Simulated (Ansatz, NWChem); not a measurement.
C4H6S (2,3-dihydrothiophene): from total energies to a heat of formation

C4H6S: 11 atoms, total charge 0, spin state singlet. As SMILES, `C1=CSCC1`. Geometry: relaxed at PBE0-D4/def2-TZVP. This is one conformer, not always the lowest.

```xyz
11

C     0.2805    1.0582   -0.3741
C     1.2667    0.7590    0.4657
S     1.2207   -0.8655    1.1120
C    -0.4783   -1.0764    0.4851
C    -0.6490   -0.0835   -0.6632
H     0.1972    2.0158   -0.8731
H     2.0826    1.4095    0.7518
H    -0.6233   -2.1131    0.1838
H    -1.1644   -0.8469    1.3035
H    -0.3744   -0.5439   -1.6223
H    -1.6927    0.2299   -0.7488
```

Total energies at CCSD(T)/def2-SVP, 9 core orbitals frozen (NWChem 7.3.0); the atoms run unrestricted:

```
species    state  energy (Eh)
  C4H6S  singlet  -552.978371
      C  triplet   -37.715406
      S  triplet  -397.467899
      H  doublet    -0.499278
```

Harmonic wavenumbers at PBE0-D4/def2-TZVP, in cm⁻¹: 168, 415, 507, 663, 692, 708, 808, 864, 932, 937, 1002, 1029, 1117, 1147, 1205, 1281, 1325, 1347, 1464, 1481, 1657, 3013, 3069, 3091, 3146, 3210, 3238.

Measured heats of formation of the gaseous atoms at 298.15 K, in kJ/mol: C 716.9, S 277.0, H 218.0. Spin-orbit lowering of the atoms at 298 K (mean of the ground term's levels less their thermal mean, from spectra), in kJ/mol: C 0.02, S 1.88. Take 1 Eh = 2625.50 kJ/mol, 1 cm⁻¹ = 0.0119627 kJ/mol, RT = 2.479 kJ/mol.

Task: Work out the heat of formation of the gas at 298 K.

Result: 
1. Electronic atomisation energy: 4 × (-37.715406) + (-397.467899) + 6 × (-0.499278) − (-552.978371) = 1.653180 Eh = 4340.4 kJ/mol.
2. Zero-point energy: half the sum of the wavenumbers, 19758 cm⁻¹ = 236.4 kJ/mol.
3. Thermal vibrational enthalpy, Σ hcν̃/(exp(hcν̃/kT) − 1): 5.0 kJ/mol. Translation, rotation and pV of a non-linear molecule: 4 RT = 9.9 kJ/mol.
4. The 11 free atoms carry 5/2 RT each: 68.2 kJ/mol.
5. Spin-orbit coupling lowers the free atoms by 4 × 0.02 + 1.88 = 2.0 kJ/mol.
6. Atomisation enthalpy at 298 K: 4340.4 − 2.0 − 236.4 − 5.0 − 9.9 + 68.2 = 4155.3 kJ/mol.
7. Sum of the atoms' heats of formation: 4452.6 kJ/mol. Heat of formation: 4452.6 − 4155.3 = +297.3 kJ/mol.

The tabulated value is +90.7 kJ/mol (CRC Handbook of Chemistry and Physics), so this level is off by +206.6 kJ/mol, or 4.7 % of the atomisation enthalpy. Coupled cluster needs large bases for atomisation: in a finite one the molecule is underbound. A double-zeta basis underbinds. Anharmonicity and any spin-orbit splitting of the molecule are left out, and so is core correlation.
